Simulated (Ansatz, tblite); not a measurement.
# GaH2I: rung by rung

How do method and basis change the picture of GaH2I (singlet)?

Method: as each input shows; program: Ansatz 0.2.0, Gaussian basis.

Plan: GFN1-xTB, GFN2-xTB, PBE-D4/def2-TZVP, r2SCAN-D4/def2-TZVP, B97M-V/def2-TZVP, HF/def2-TZVP, BHLYP-D4/def2-TZVP, HSE06-D4/def2-TZVP, ωB97M-V/def2-TZVP, LC-ωPBE/def2-TZVP, revPBE-D4/def2-TZVP, PBE-D4/def2-SVP, PBE0-D4/def2-SVP, PBE0-D4/def2-TZVPD, PBE-D4/def2-TZVPD, r2SCAN-D4/def2-TZVPD, CCSD(T)/def2-TZVPP, MP2/def2-TZVP, RPA/def2-TZVP, CCSD(T)/def2-TZVPD.

1 further run of the same task is left out (set aside as unsound or not needed). Runs told in other sessions of the task aren't counted.

## (1) The structure

The geometry is that of the singlet, from an earlier relaxation (PBE-D4/def2-TZVP).

4 atoms, charge 0, spin multiplicity 1.

Bond lengths: Ga1–H2 1.568 Å, Ga1–H3 1.568 Å, Ga1–I4 2.510 Å. Angles: H2–Ga1–H3 128.7°, H2–Ga1–I4 115.7°, H3–Ga1–I4 115.7°.

Geometry (Å):

```
Ga    0.1479    0.2472   -0.0008
H     1.7090    0.1045    0.0132
H    -0.7161    1.5552   -0.0202
I    -1.1408   -1.9069    0.0077
```

I takes a core potential in the def2 sets. No spin-orbit coupling is included.

PBE0-D4/def2-TZVP was run before; its log isn't repeated, and its numbers join the tables.

## (2) GFN1-xTB

Tight binding, by tblite at 300 K electronic temperature and without a spin-polarisation term:

```python
tblite.interface.Calculator('GFN1-xTB', numbers, positions, charge=0, uhf=0).singlepoint()
```

Energy -174.6568 eV, HOMO -11.55 eV, LUMO -5.49 eV; 0.002 s.

## (3) GFN2-xTB

Tight binding, by tblite at 300 K electronic temperature and without a spin-polarisation term:

```python
tblite.interface.Calculator('GFN2-xTB', numbers, positions, charge=0, uhf=0).singlepoint()
```

Energy -165.3101 eV, HOMO -12.16 eV, LUMO -7.27 eV; 0.002 s.

## (4) PBE-D4/def2-TZVP

start.molden holds the orbitals of an earlier run on this state, given as this run's starting guess.

File in.yaml:

```yaml
crystal:
  periodic: [false, false, false]
  atoms:
    - {symbol: Ga, position_ang: [0.147883, 0.247212, -0.000818]}
    - {symbol: H, position_ang: [1.709028, 0.104481, 0.013246]}
    - {symbol: H, position_ang: [-0.716081, 1.555246, -0.020162]}
    - {symbol: I, position_ang: [-1.140830, -1.906930, 0.007734]}
basis:
  gaussian: {orbitals: def2-TZVP, initial_orbitals: start.molden}
hamiltonian: {xc: pbe, dispersion: d4}
scf: {omitted_lower_state_checks: [starts]}
output: {orbitals: {seedname: orbitals}}
```

Launch:

```sh
> ansatz run in.yaml --threads 4 --pin off --events-out ev --progress --plain --max-ram 3916MiB
```

The runs that follow: r2SCAN-D4/def2-TZVP; B97M-V/def2-TZVP; HF/def2-TZVP; BHLYP-D4/def2-TZVP; HSE06-D4/def2-TZVP; ωB97M-V/def2-TZVP; LC-ωPBE/def2-TZVP; revPBE-D4/def2-TZVP; PBE-D4/def2-SVP; PBE0-D4/def2-SVP; PBE0-D4/def2-TZVPD; PBE-D4/def2-TZVPD; r2SCAN-D4/def2-TZVPD; CCSD(T)/def2-TZVPP; MP2/def2-TZVP; RPA/def2-TZVP; CCSD(T)/def2-TZVPD.

Before running them: what should the planned runs give, taken together? Wanted: gap in def2-TZVP, named functionals and Hartree-Fock, smallest and largest; correlation energy, CCSD(T)/def2-TZVPP; correlation energy, MP2/def2-TZVP; correlation energy, CCSD(T)/def2-TZVPD; binding an atom, CCSD(T)/def2-TZVPP; PBE0 total energy, smallest basis above largest.

**Answer**, as computed:

| quantity | value |
| --- | --- |
| gap in def2-TZVP, named functionals and Hartree-Fock, smallest and largest | 3.57 eV (PBE-D4), 10.68 eV (HF) |
| correlation energy, CCSD(T)/def2-TZVPP | -19.61 eV |
| correlation energy, MP2/def2-TZVP | -19.53 eV |
| correlation energy, CCSD(T)/def2-TZVPD | -19.55 eV |
| binding an atom, CCSD(T)/def2-TZVPP | 2.150 eV |
| PBE0 total energy, smallest basis above largest | 7.01 eV (def2-SVP, def2-TZVPD) |

**Reading.** Orbital gaps of the named functionals and Hartree-Fock in def2-TZVP span 3.57 eV (PBE-D4) to 10.68 eV (HF); exact exchange widens it. The functionals in def2-TZVP miss CCSD(T)/def2-TZVPP by -0.081 (revPBE-D4) to +0.025 eV (B97M-V) an atom. CCSD(T)/def2-TZVPP isn't at the basis-set limit; small misses against it rank nothing.
